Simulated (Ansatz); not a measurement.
# Al2H4S: how energies converge with the basis set

Aim: see how fast density functionals converge with the basis set for Al2H4S.

Program: Ansatz 0.2.0, Gaussian basis. Level of theory: one geometry, several basis sets. These are calculated values, not measurements.

The runs, in order: PBE0-D4/def2-SVP; ωB97M-V/def2-SVP; PBE0-D4/def2-QZVPP; ωB97M-V/def2-QZVPP; the functionals' def2-TZVPP values are taken from earlier runs.

## Step 1: The relaxed structure

An earlier PBE0-D4/def2-TZVP relaxation fixed the geometry.

SMILES `[AlH2][S][AlH2]`, 7 atoms, charge 0, spin multiplicity 1.

Atoms are counted from 1 here; the program's logs count them from 0.

Bond lengths: Al1–S2 2.183 Å, Al1–H4 1.581 Å, Al1–H5 1.580 Å, S2–Al3 2.183 Å, Al3–H6 1.580 Å, Al3–H7 1.581 Å. Angles: S2–Al1–H4 120.5°, S2–Al1–H5 116.2°, H4–Al1–H5 123.3°, Al1–S2–Al3 101.4°, S2–Al3–H6 116.2°, S2–Al3–H7 120.5°, H6–Al3–H7 123.3°.

## Step 2: PBE0-D4 in def2-SVP

in.yaml reads:

```yaml
crystal:
  periodic: [false, false, false]
  atoms:
    - {symbol: Al, position_ang: [-1.436677, 0.374549, -0.794594]}
    - {symbol: S, position_ang: [-0.514276, 0.655043, 1.164193]}
    - {symbol: Al, position_ang: [1.409539, -0.337587, 0.881330]}
    - {symbol: H, position_ang: [-0.666336, -0.394292, -1.940672]}
    - {symbol: H, position_ang: [-2.885177, 0.978631, -0.976639]}
    - {symbol: H, position_ang: [2.385223, -0.335273, 2.123999]}
    - {symbol: H, position_ang: [1.769105, -1.009072, -0.503518]}
basis:
  gaussian: {orbitals: def2-SVP}
hamiltonian: {xc: pbe0, dispersion: d4}
output: {orbitals: {seedname: orbitals}}
```

Started as:

```bash
$ ansatz run in.yaml --threads 2 --pin off --events-out ev --progress --plain --max-ram 4352MiB
```

Further steps of the session: ωB97M-V in def2-SVP; PBE0-D4 in def2-QZVPP; ωB97M-V in def2-QZVPP.

Before running them: what should the planned runs give, taken together? Wanted: PBE0-D4: double and triple zeta above quadruple; ωB97M-V: double and triple zeta above quadruple.

As calculated:

```
                                       quantity          value
PBE0-D4: double and triple zeta above quadruple  9.15, 0.74 eV
ωB97M-V: double and triple zeta above quadruple  9.11, 0.71 eV
```

In words: PBE0-D4 gains 8.41 eV from double to triple zeta, then 0.74 eV more. These are total energies; as a rule much of such shifts cancels in differences, which this series doesn't test.
